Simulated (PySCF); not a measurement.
Molecule: `N[SiH2][SiH3]`, H₇NSi₂.

Bonds (- single, = double, # triple, : aromatic): N1-Si2, Si2-Si3. N1 carries H4, H5; Si2 carries H6, H7; Si3 carries H8, H9, H10.

Frames of a GFN2-xTB Langevin trajectory at 400 K; GIAO PBE0/pcSseg-1 shieldings in PySCF, gas phase, non-relativistic; equivalent atoms averaged within each frame.

δ = σ(ref) − σ, references computed at the same level: 15N (σ = 267.73 ppm) against NH3; 29Si (σ = 349.16 ppm), 1H (σ = 31.72 ppm) against TMS. The references are static minima.

Task: How do the shifts (ppm) fluctuate along the trajectory?

Result: 
```
         time (fs)     N1    Si2     Si3  H6/H7  H8/H9/H10  H4/H5
optimised geometry   -1.5  -52.7  -120.6   5.10       3.38  -0.22
               250   -1.2  -52.9  -129.1   5.49       3.49   0.27
               425   -9.5  -49.9  -113.4   5.22       3.71  -1.31
               625   -2.0  -46.8  -119.0   4.73       2.90   0.73
               800  -15.0  -64.1  -117.6   4.79       4.06  -1.03
              1000   -6.9  -47.2  -112.7   5.33       3.89   0.15
    mean of frames   -6.9  -52.2  -118.4   5.11       3.61  -0.24
standard deviation    5.7    7.1     6.6   0.34       0.45   0.88
```

5 frames give an uncertainty of the mean of about the standard deviation over 2.2 at best, since frames this close in time may not be independent; classical motion lacks zero-point vibration, and the reference would need the same averaging.
